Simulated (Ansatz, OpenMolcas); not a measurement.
# Errors in the vertical ionisation energy

9 molecules; the vertical ionisation energy in eV, computed less measured. Shapes, held fixed at every level: PBE0-D4/def2-TZVP. No vibrational averaging. Programs: Ansatz 0.2.0, OpenMolcas 26.06. Measured values: NIST CCCBDB.

Levels: A = B3LYP/6-31G* (spherical functions); B = B3LYP-D4/def2-TZVPP; C = wB97X/STO-3G; D = B2PLYP/def2-TZVPP.

| molecule | measured | A | B | C | D |
| --- | --- | --- | --- | --- | --- |
| CO (carbon monoxide) | 14.01 | +0.01 | +0.17 | -1.56 | -0.02 |
| N2 (nitrogen) | 15.58 | +0.16 | +0.26 | -0.54 | +0.04 |
| HCN (SMILES C#N) | 13.61 | +0.01 | +0.14 | -0.66 | +0.17 |
| CO2 (carbon dioxide) | 13.78 | -0.11 | +0.04 | -2.48 | +0.11 |
| SO2 (sulfur dioxide) | 12.50 | -0.30 | -0.08 | -4.64 | +0.02 |
| C2H2 (SMILES C#C) | 11.49 | -0.35 | -0.10 | -0.93 | -0.10 |
| H2CO (formaldehyde) | 10.88 | -0.16 | 0.00 | -1.94 | -0.01 |
| CH4O (SMILES CO) | 10.96 | -0.32 | -0.06 | -2.48 | -0.02 |
| CH4S (methanethiol) | 9.44 | -0.08 | -0.04 | -2.22 | -0.11 |

Task: Which level does best on this set, which worst, and which err to one side?

Result: 
| level | kind | mean error | mean absolute error | worst case |
| --- | --- | --- | --- | --- |
| B3LYP/6-31G* (spherical functions) | global hybrid | -0.127 | 0.167 | C2H2 |
| B3LYP-D4/def2-TZVPP | global hybrid | +0.037 | 0.099 | N2 |
| wB97X/STO-3G | range-separated hybrid | -1.939 | 1.939 | SO2 |
| B2PLYP/def2-TZVPP | double hybrid | +0.009 | 0.067 | HCN |

On this set B2PLYP/def2-TZVPP has the smallest mean absolute error and wB97X/STO-3G the largest. B3LYP/6-31G* (spherical functions) is too low in 6 of 9; wB97X/STO-3G is too low in 9 of 9. The levels differ in basis as well as in method. The smallest two are near a tie. The set is small.
